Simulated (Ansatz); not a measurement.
## How far each method lies from UCCSDT(Q) for H3Si–GeH, triplet

Geometry: displaced at random from a stationary point.

```yaml
atoms:
  - { symbol: Si, position_ang: [0.1160, -0.0452, 1.6498] }
  - { symbol: Ge, position_ang: [-0.0489, 0.0399, -0.7033] }
  - { symbol: H, position_ang: [1.2386, -0.7614, 2.1721] }
  - { symbol: H, position_ang: [0.1109, 1.2857, 2.1347] }
  - { symbol: H, position_ang: [-1.2030, -0.8358, 2.0875] }
  - { symbol: H, position_ang: [0.1413, -1.3060, -1.6765] }
```

Basis cc-pVDZ; Ansatz 0.2.0. Only valence electrons are correlated (noble-gas cores and the filled d shells of p-block atoms frozen), which leaves 12 electrons in 46 orbitals. Prefix R: restricted or restricted open-shell reference; prefix U: unrestricted. No spin–orbit coupling is included, and no scalar relativity.

Full CI isn't at hand for all of this; UCCSDT(Q) serves as the reference, and is uncertain by about the last step of the cluster series. The frozen core follows each run's orbitals, which can shift R against U totals by a few meV for light atoms and by up to 0.1 eV past Ca.

* UHF ⟨S²⟩: 2.010
* T1 diagnostic (RCCSD): 0.0193
* largest doubles amplitude (RCCSD): 0.051
* T1 diagnostic (UCCSD): 0.0154

| level | E − E(RHF) (eV) |
| --- | --- |
| UHF | -0.0802 |
| UMP2 | -4.6396 |
| UCCSD | -5.8015 |
| UCCSD(T) | -5.9462 |

Question: Estimate how far UCCSDT(Q) in cc-pVDZ lies from UCCSD(T). The table doesn't fix it; the size of (T) and the diagnostics are the guide.

Answer: UCCSDT(Q) in cc-pVDZ lies 3.8 kJ/mol below UCCSD(T), which is 27 % of the (T) step (-14.0 kJ/mol). The diagnostics give no warning, yet the rest is a sizeable part of (T).

The other levels:

```csv
level,E − E(UCCSDT(Q)) (kJ/mol),share of correlation (%),wall time
UCCSDT,0.6,99.90,–
```

The correlation energy at UCCSDT(Q), counted from RHF, is -5.985 eV. That run took 98 s on 1 thread of Arm Neoverse V2, shared host.

Run but not shown, since their state or frozen core can't be matched to the reference's or they repeat it: RHF, RMP2, CISD, RCCSD, RCCSD(T), BCCD(T), RCCSDT, RCCSDT(Q).

Times hold each run's SCF and search for its determinant on a shared host, so for small cases they say little of a method's own cost; they ran on 1 thread of Arm Neoverse V2.
